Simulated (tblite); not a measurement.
Species: C₃H₆NS (doublet state).
Z-matrix (Å and degrees, GFN2-xTB geometry), rows numbered from 1:
```
C 
C   1  1.4877
C   2  1.3692  1  123.71
N   3  1.3638  2  122.79  1     2.17
S   3  1.7123  2  119.73  1   179.95
H   1  1.0919  2  110.71  3   -57.76
H   1  1.0857  2  110.67  3  -178.34
H   1  1.0932  2  110.97  3    61.32
H   2  1.0768  1  118.66  3  -179.92
H   4  1.0057  3  119.07  2   -20.14
H   4  1.0060  3  116.85  2  -169.86
```

Computed geometry: GFN2-xTB, gas phase. This method treats the open shell by occupation alone, without spin polarisation.

Take the most abundant isotopes and a rigid rotor. The values belong to one conformer with, in the numbering `[CH3:1][CH:2][C:3]([NH2:4])=[S:5]`, C1–C2–C3–N4 2°, C2–C3–N4–H -20° and -170°.

**Question.** What are A, B and C (MHz)?

**Answer.** Ia = 59.84, Ib = 198.28, Ic = 254.81 u·Å²; 505379 MHz·u·Å²/I gives A = 8446, B = 2549, C = 1983 MHz.

**Question.** What kind of rotor is it?

**Answer.** An asymmetric top; Ray's κ = -0.825.

**Question.** What does the inertial defect say?

**Answer.** Not planar: Δ = Ic − Ia − Ib = -3.30 u·Å². For a rigid frame Δ = −2 Σ m c², so Σ m c² = 1.65 u·Å² lies off the ab plane: 1.64 from hydrogen and 0.02 from heavier atoms. The atom farthest from that plane is 0.90 Å away.

**Question.** Give the coordinates in the principal-axis frame, origin at the centre of mass.

**Answer.** The sense of each axis is arbitrary; atoms in the order of the calculation.
```
atom  mass (u)   a (Å)   b (Å)   c (Å)
  C1    12.000  -2.429   0.376   0.000
  C2    12.000  -0.986   0.741   0.000
  C3    12.000   0.030  -0.177   0.004
  N4    14.003  -0.190  -1.522  -0.034
  S5    31.972   1.657   0.358   0.002
  H6     1.008  -2.668  -0.251  -0.861
  H7     1.008  -3.049   1.266  -0.033
  H8     1.008  -2.688  -0.192   0.898
  H9     1.008  -0.718   1.784  -0.003
 H10     1.008  -1.091  -1.878   0.237
 H11     1.008   0.605  -2.117   0.131
```

**Question.** Where do the levels up to J = 3 lie, in cm⁻¹?

**Answer.** Above 0(0,0):
J = 1: 1(0,1) 0.1512, 1(1,1) 0.3479, 1(1,0) 0.3668
J = 2: 2(0,2) 0.4522, 2(1,2) 0.6314, 2(1,1) 0.6880, 2(2,1) 1.2781, 2(2,0) 1.2794
J = 3: 3(0,3) 0.9007, 3(1,3) 1.0558, 3(1,2) 1.1690, 3(2,2) 1.7316, 3(2,1) 1.7381, 3(3,1) 2.7631, 3(3,0) 2.7632
The levels of one J sum to (2J + 1)J(J + 1)(A + B + C)/3.

For this open shell read J as N, the rotation without spin; fine and hyperfine splittings come on top. Its GFN2-xTB frequencies are all real (lowest 78 cm⁻¹). Constants of a rigid frame at the computed geometry: no zero-point averaging, no centrifugal distortion.
